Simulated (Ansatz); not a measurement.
Input file:

```yaml
crystal:
  periodic: [false, false, false]
  atoms:
    - {symbol: Al, position_ang: [0.000000, -0.007019, 0.562090]}
    - {symbol: C, position_ang: [0.000000, -0.007019, -1.282957]}
    - {symbol: H, position_ang: [0.000000, 1.718026, 1.372680]}
    - {symbol: H, position_ang: [0.000000, -1.439495, 1.235204]}
    - {symbol: H, position_ang: [0.000000, -0.007019, -2.366646]}
basis:
  gaussian: {orbitals: cc-pVDZ}
magnetization: {spin_polarized: true, initial_magnetization: 0}
correlation: {method: ccsd_t, electrons: outside_noble_gas}
```

```sh
$ ansatz run in.yaml --threads 1 --pin off --events-out ev --progress --plain --max-ram 2393MiB
```

Output:

```
443 factors; integrals over basis functions are off by at most 1.1e-3 eV
mean field evaluation 1: about -7654.8580 eV, gradient 9.9e0 eV
mean field evaluation 2: about -7654.8591 eV, gradient 9.9e0 eV
mean field evaluation 4: about -7656.0452 eV, gradient 1.4e0 eV
mean field evaluation 8: about -7656.0707 eV, gradient 1.8e-3 eV
mean field evaluation 16: about -7657.0317 eV, gradient 7.2e-3 eV
mean field evaluation 32: about -7656.0707 eV, gradient 1.2e-4 eV
mean field evaluation 64: about -7657.0084 eV, gradient 8.0e-6 eV
mean field evaluation 96: about -7656.4841 eV, gradient 2.6e0 eV
mean field evaluation 128: about -7657.0267 eV, gradient 2.5e-1 eV
mean field evaluation 160: about -7656.8657 eV, gradient 3.2e0 eV
mean field evaluation 192: about -7651.7100 eV, gradient 9.0e-2 eV
mean field evaluation 224: about -7651.8936 eV, gradient 1.1e-1 eV
mean field evaluation 256: about -7653.5827 eV, gradient 1.8e0 eV
mean field evaluation 288: about -7657.0084 eV, gradient 2.8e-3 eV
mean field evaluation 320: about -7651.5618 eV, gradient 3.6e-3 eV
mean field evaluation 352: about -7655.7303 eV, gradient 2.1e0 eV
mean field evaluation 384: about -7655.1835 eV, gradient 5.5e0 eV
mean field evaluation 416: about -7651.5618 eV, gradient 3.4e-3 eV
mean field -7657.03167315 eV, -281.3907238658 hartree, gradient 2.5e-6 eV, S^2 0.976532; 12 other end points of the search recorded, 0 dependent functions left out
determinant -7657.03167315 eV, -281.3907238658 hartree, with singles and doubles -7662.37243230 eV, -281.5869931444 hartree
determinant -7657.00840121 eV, -281.3898686377 hartree, with singles and doubles -7662.33131028 eV, -281.5854819380 hartree
determinant -7657.03167315 eV, -281.3907238658 hartree, with singles and doubles -7662.40954611 eV, -281.5883570518 hartree
determinant -7657.00840121 eV, -281.3898686377 hartree, with singles and doubles -7662.37296253 eV, -281.5870126299 hartree
determinant -7656.07070978 eV, -281.3554091134 hartree, with singles and doubles -7661.84244077 eV, -281.5675163150 hartree
determinant -7655.01218805 eV, -281.3165091572 hartree, with singles and doubles -7660.68116329 eV, -281.5248401547 hartree
6 core orbitals not correlated: weight in the atoms' cores, before any rotation towards them, 1.000 or more for the frozen orbitals, at most 0.000 for the correlated occupied ones
reference -7657.03167315 eV, -281.3907238658 hartree; 5, 5 occupied and 36, 36 virtual orbitals, 443 factors
second order -4.20322238 eV of doubles, -0.00000000 eV of singles
cycle   1  -5.37787259 eV  change    3.7e-7 eV  update   2.1e-6
perturbative correction -0.20045283 eV, -0.0073665055 hartree
WARN: the results are in doubt because among natural orbitals the method converges to other amplitudes
Total energy: -7662.60999857 eV, -281.5957235438 hartree
In doubt: among natural orbitals the method converges to other amplitudes
```

Ran on 1 thread of Arm Neoverse V1, shared host: 5.5 s wall, 0.17 GiB peak host memory.
